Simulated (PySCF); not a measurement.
# SiH3F (SMILES F[SiH3]): a chain of runs

Wanted: a geometry optimisation (PW6B95-D3(0)/6-31G**), then the energy (CCSD(T)/def2-mTZVP), then the vertical excitations (TD-PBE/aug-cc-pVDZ) of SiH3F. The job is set up through a Python script.

The results are computed with PySCF 2.14.0.

1 further run of the same task is left out (for a faulty analytic Hessian).

## Step 1: The system as given

SiH3F has 5 atoms, charge 0, and is taken as a singlet. SMILES: `F[SiH3]`. All atoms were displaced at random from a relaxed shape. The run starts from this shape.

Bond lengths: F1–Si2 1.755 Å, Si2–H3 1.413 Å, Si2–H4 1.328 Å, Si2–H5 1.590 Å. Angles: F1–Si2–H3 107.2°, F1–Si2–H4 105.4°, F1–Si2–H5 106.4°, H3–Si2–H4 111.9°, H3–Si2–H5 110.4°, H4–Si2–H5 115.0°.

## Step 2: A geometry optimisation at PW6B95-D3(0)/6-31G(d,p) (spherical functions) (run 1)

input.py reads:

```python
# F[SiH3]
from pyscf import gto, dft
from pyscf.geomopt.geometric_solver import kernel as optimise

molecule = gto.M(
    atom='''
F   -1.325943   0.064040   0.981346
Si   0.107156  -0.074737  -0.022474
H   -0.330388  -0.221878  -1.357713
H    0.738929  -1.158356   0.413774
H    0.910930   1.286392   0.151866
''',
    basis='6-31g**',
    verbose=3,
    spin=0,
    max_memory=1860,
    charge=0,
)

ks = dft.RKS(molecule)
ks.xc = 'pw6b95'
ks.disp = 'd3zero'
converged, mol_eq = optimise(ks, maxsteps=100, convergence_set='GAU_TIGHT')
print('converged:', converged)
print(mol_eq.tostring())

ks.reset(mol_eq)
molecule = mol_eq
ks.kernel()
energy = ks.e_tot
print('E(%s) = %.9f' % ('PW6B95', energy))
```

The run is started by

```console
$ OMP_NUM_THREADS=1 python input.py
```

Log:

```text
convergence_set           GAU_TIGHT
[... 46 lines left out ...]
converged SCF energy = -391.49578936244
[... 62 lines left out ...]
converged SCF energy = -391.522041569793
[... 84 lines left out ...]
converged SCF energy = -391.522042428605
[... 83 lines left out ...]
converged SCF energy = -391.522044379241
[... 83 lines left out ...]
converged SCF energy = -391.5220449728
[... 74 lines left out ...]
Converged! =D
[... 1 line left out ...]
converged: True
F          -1.19280773        0.17946378        0.94683939
Si          0.09775616        0.00378098        0.00455773
H          -0.34910229       -0.17517665       -1.39291920
H           0.85763879       -1.18385199        0.44808252
H           0.94052804        1.21301774        0.11463822
converged SCF energy = -391.522045052257
E(PW6B95) = -391.522045052
```

Run time: 3 min. Hardware: 1 thread of Intel Xeon at 2.50GHz (Skylake/Cascade Lake), shared host; peak memory 0.49 GiB.

Step by step:

| step | energy from the first frame kept (eV) | largest force (eV/Å) |
| --- | --- | --- |
| 0 | 0.0000 | 6.6383 |
| 1 | -0.6909 | 1.3093 |
| 2 | -0.7124 | 0.2963 |
| 3 | -0.7144 | 0.0234 |
| 4 | -0.7144 | 0.0094 |
| 5 | -0.7144 | 0.0100 |
| 6 | -0.7144 | 0.0155 |
| 7 | -0.7144 | 0.0155 |
| 8 | -0.7144 | 0.0131 |
| 9 | -0.7144 | 0.0104 |
| 10 | -0.7144 | 0.0082 |
| 11 | -0.7144 | 0.0053 |
| 12 | -0.7144 | 0.0049 |
| 13 | -0.7144 | 0.0047 |
| 14 | -0.7144 | 0.0044 |
| 15 | -0.7145 | 0.0052 |
| 16 | -0.7145 | 0.0035 |
| 17 | -0.7145 | 0.0025 |
| 18 | -0.7145 | 0.0027 |

After the run. Bond lengths: F1–Si2 1.608 Å, Si2–H3 1.478 Å, Si2–H4 1.478 Å, Si2–H5 1.478 Å. Angles: F1–Si2–H3 108.9°, F1–Si2–H4 108.9°, F1–Si2–H5 108.9°, H3–Si2–H4 110.0°, H3–Si2–H5 110.0°, H4–Si2–H5 110.0°.

## Step 3: The energy at CCSD(T)/def2-mTZVP (run 3)

job.py reads:

```python
from pyscf import gto, cc

molecule = gto.M(
    atom='''
F   -1.192808   0.179464   0.946839
Si   0.097756   0.003781   0.004558
H   -0.349102  -0.175177  -1.392919
H    0.857639  -1.183852   0.448083
H    0.940528   1.213018   0.114638
''',
    verbose=4,
    max_memory=1860,
    spin=0,
    basis='def2-mtzvp',
)

hf = molecule.RHF()
hf.kernel()

mycc = cc.CCSD(hf, frozen=6)
mycc.kernel()
e_t = mycc.ccsd_t()
e_final = mycc.e_tot + e_t
print('E(%s) = %.9f' % ('CCSD(T)', e_final))
hf.analyze()
```

The run is started by

```console
$ OMP_NUM_THREADS=1 python job.py
```

Log:

```text
PySCF version 2.14.0

[... 85 lines left out ...]
Total Energy =                        -390.210895141135211
[... 12 lines left out ...]
MO #6   energy= -4.27528392891294  occ= 2
[... 10 lines left out ...]
MO #17  energy= 0.179570002839075  occ= 0
[... 10 lines left out ...]
MO #28  energy= 0.954363310230725  occ= 0
[... 10 lines left out ...]
MO #39  energy= 2.49592984754195   occ= 0
[... 10 lines left out ...]
MO #50  energy= 58.4162496298873   occ= 0
[... 58 lines left out ...]
Dipole moment(X, Y, Z, Debye):  1.30055, -0.17701, -0.94961
```

It took 9.2 s on 1 thread of Intel Xeon at 2.50GHz (Skylake/Cascade Lake), shared host; peak memory 0.15 GiB.

## Step 4: The excited states at TD-PBE/aug-cc-pVDZ (spin of roots triplet) (run 4)

input.py reads:

```python
from pyscf import gto, dft, tdscf

system = gto.M(
    atom=[
    ('F', (-1.192808, 0.179464, 0.946839)),
    ('Si', (0.097756, 0.003781, 0.004558)),
    ('H', (-0.349102, -0.175177, -1.392919)),
    ('H', (0.857639, -1.183852, 0.448083)),
    ('H', (0.940528, 1.213018, 0.114638)),
],
    basis='aug-cc-pvdz',
    max_memory=1860,
    verbose=3,
)

ks = dft.RKS(system, xc='pbe')
ks.kernel()

e_tot = ks.e_tot
print('E = %.10f Eh' % e_tot)

td = ks.TDDFT()
td.nstates = 6
td.singlet = False
td.kernel()
td.analyze()
roots = td.e * 27.211386
```

The run is started by

```console
$ OMP_NUM_THREADS=1 python input.py
```

Log:

```text
converged SCF energy = -390.929570148343
E = -390.9295701483 Eh
Excitation energies (eV)
[6.81875444 6.81886642 7.72625616 7.72632605 8.21163126 8.28406197]

** Triplet excitation energies and oscillator strengths **
```

Run time: 45 s. Hardware: 1 thread of Intel Xeon at 2.50GHz (Skylake/Cascade Lake), shared host; peak memory 0.42 GiB.

The roots found:

| excited state | energy (eV) |
| --- | --- |
| 1 | 6.819 |
| 2 | 6.819 |
| 3 | 7.726 |
| 4 | 7.726 |
| 5 | 8.212 |
| 6 | 8.284 |

## Step 5: Summary of results

| quantity | value |
| --- | --- |
| run 1, PW6B95-D3(0)/6-31G**: total energy at the end | -391.52205 Eh |
| run 1, PW6B95-D3(0)/6-31G**: dipole moment | 1.32 D |
| run 1, PW6B95-D3(0)/6-31G**: HOMO energy | -9.71 eV |
| run 1, PW6B95-D3(0)/6-31G**: LUMO energy | 0.30 eV |
| run 1, PW6B95-D3(0)/6-31G**: HOMO–LUMO gap | 10.02 eV |
| run 1, PW6B95-D3(0)/6-31G**: dispersion energy | -1.95 kJ/mol |
| run 3, CCSD(T)/def2-mTZVP: total energy | -390.51183 Eh |
| run 3, CCSD(T)/def2-mTZVP: dipole moment (Hartree–Fock density) | 1.62 D |
| run 3, CCSD(T)/def2-mTZVP: HOMO energy (Hartree–Fock orbitals) | -13.43 eV |
| run 3, CCSD(T)/def2-mTZVP: LUMO energy (Hartree–Fock orbitals) | 2.89 eV |
| run 3, CCSD(T)/def2-mTZVP: HOMO–LUMO gap (Hartree–Fock orbitals) | 16.32 eV |
| run 3, CCSD(T)/def2-mTZVP: correlation energy (6 core orbitals frozen) | -300.9 mEh |
| run 3, CCSD(T)/def2-mTZVP: (T) correction | -6.70 mEh |
| run 3, CCSD(T)/def2-mTZVP: T1 diagnostic | 0.012 |
| run 4, TD-PBE/aug-cc-pVDZ: ground-state or mean-field energy | -390.92957 Eh |
| run 4, TD-PBE/aug-cc-pVDZ: dipole moment (PBE Kohn–Sham density) | 1.25 D |
| run 4, TD-PBE/aug-cc-pVDZ: HOMO energy (PBE Kohn–Sham orbitals) | -8.33 eV |
| run 4, TD-PBE/aug-cc-pVDZ: LUMO energy (PBE Kohn–Sham orbitals) | -1.18 eV |
| run 4, TD-PBE/aug-cc-pVDZ: HOMO–LUMO gap (PBE Kohn–Sham orbitals) | 7.14 eV |
| run 4, TD-PBE/aug-cc-pVDZ: lowest triplet excitation energy | 6.82 eV |

What this shows: The optimisation (run 1, PW6B95-D3(0)/6-31G**) took 18 steps and changed the energy by -0.714 eV. Mulliken charges (run 1, PW6B95-D3(0)/6-31G**) run from -0.41 on F1 to +0.74 on Si2; they depend strongly on the basis. The triples (run 3, CCSD(T)/def2-mTZVP) make up 2.2 % of the correlation energy. Mulliken charges (run 4, TD-PBE/aug-cc-pVDZ) of the mean-field density run from -0.55 on F1 to +0.26 on H3; in a basis this large or diffuse they mean little.
